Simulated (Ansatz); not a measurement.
```xyz
7

C     1.3970   -0.4469   -0.0003
O     0.5775    0.6456    0.0000
C    -0.7718    0.4467    0.0000
H    -1.2611    1.4274   -0.0001
H     0.9566   -1.4303    0.0005
H     2.4460   -0.2076    0.0006
O    -1.3140   -0.6191    0.0000
```

Basis set: pcseg-2 (spherical functions). Charge 0, multiplicity 2.

Computed with Ansatz (development build ahead of 0.2.0); each method stands on the lowest determinant of its kind that the runs found.

The atomization energy at this shape (free ground-state atoms in the same class of orbitals less the molecule, no zero-point energy) of doublet C₂H₃O₂:

```
               method  atomization energy
r²SCAN (unrestricted)       2881.6 kJ/mol
```

What does ωB97X (unrestricted) give?

2846.5 kJ/mol.

The shape needn't be a minimum at these levels.
